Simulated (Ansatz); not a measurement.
One change: `OC(O)(O)F` becomes `NC(O)(O)F`.

Ansatz, PBE0-D4/def2-TZVP geometries, multiplicity 1. Each molecule was computed in one conformer, which needn't be the lowest.

| property | `OC(O)(O)F` |
| --- | --- |
| LUMO energy (PBE/def2-TZVPP) / eV | -0.23 |
| LUMO energy (ωB97M-V/def2-TZVPP) / eV | 2.04 |
| ideal-gas entropy at 298 K and 1 bar (rigid rotor, harmonic PBE0-D4/def2-TZVP) / J/(mol·K) | 301 |
| HOMO–LUMO gap (PBE/def2-TZVPP) / eV | 6.89 |
| zero-point energy (PBE0-D4/def2-TZVP) / kJ/mol | 141.6 |
| size of the dipole moment (B3LYP/def2-TZVPP) / D | 1.87 |

Task: Give the same properties after the change, and the shifts. (Estimate.)

Result: The calculation gave: 
```csv
property,`NC(O)(O)F`,shift
LUMO energy (PBE/def2-TZVPP) / eV,0.07,0.30
LUMO energy (ωB97M-V/def2-TZVPP) / eV,2.31,0.27
"ideal-gas entropy at 298 K and 1 bar (rigid rotor, harmonic PBE0-D4/def2-TZVP) / J/(mol·K)",302,1
HOMO–LUMO gap (PBE/def2-TZVPP) / eV,6.71,-0.18
zero-point energy (PBE0-D4/def2-TZVP) / kJ/mol,174.8,33.2
size of the dipole moment (B3LYP/def2-TZVPP) / D,1.07,-0.80
```

With PBE0 the HOMO rises by 0.73 eV and the LUMO rises by 0.28 eV, so the gap narrows by about 0.45 eV. PBE moves the HOMO by 0.49 eV and ωB97M-V by 0.77 eV. The zero-point energy changes by 33.2 kJ/mol with +3 modes. Dipoles are sizes alone; their direction can turn.

B3LYP here is the variant with VWN-RPA as its local correlation; programs differ in this.
